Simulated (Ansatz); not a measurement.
`O=COCC1CO1` and `FCC1CO1` differ in one atom or group.

Ansatz, PBE0-D4/def2-TZVP geometries, multiplicity 1. Each molecule was computed in one conformer, which needn't be the lowest.

```
                                          property  `O=COCC1CO1`
              HOMO–LUMO gap (PBE0/def2-TZVPP) / eV          7.99
                 HOMO energy (PBE/def2-TZVPP) / eV         -6.45
  size of the dipole moment (B3LYP/def2-TZVPP) / D          1.83
             LUMO energy (ωB97M-V/def2-TZVPP) / eV          2.17
size of the dipole moment (ωB97M-V/def2-TZVPP) / D          1.86
    size of the dipole moment (PBE/def2-TZVPP) / D          1.68
```

**Question.** Give the same properties after the change, and the shifts. (Best estimate.)

**Answer.** Computed: 
| property | `FCC1CO1` | shift |
| --- | --- | --- |
| HOMO–LUMO gap (PBE0/def2-TZVPP) / eV | 9.64 | 1.65 |
| HOMO energy (PBE/def2-TZVPP) / eV | -6.53 | -0.08 |
| size of the dipole moment (B3LYP/def2-TZVPP) / D | 0.56 | -1.27 |
| LUMO energy (ωB97M-V/def2-TZVPP) / eV | 3.02 | 0.85 |
| size of the dipole moment (ωB97M-V/def2-TZVPP) / D | 0.56 | -1.30 |
| size of the dipole moment (PBE/def2-TZVPP) / D | 0.52 | -1.16 |

With PBE0 the HOMO falls by 0.11 eV and the LUMO rises by 1.54 eV, so the gap widens by about 1.65 eV. PBE moves the HOMO by -0.08 eV and ωB97M-V by -0.13 eV. Dipoles are sizes alone; their direction can turn.

B3LYP here is the variant with VWN-RPA as its local correlation; programs differ in this.
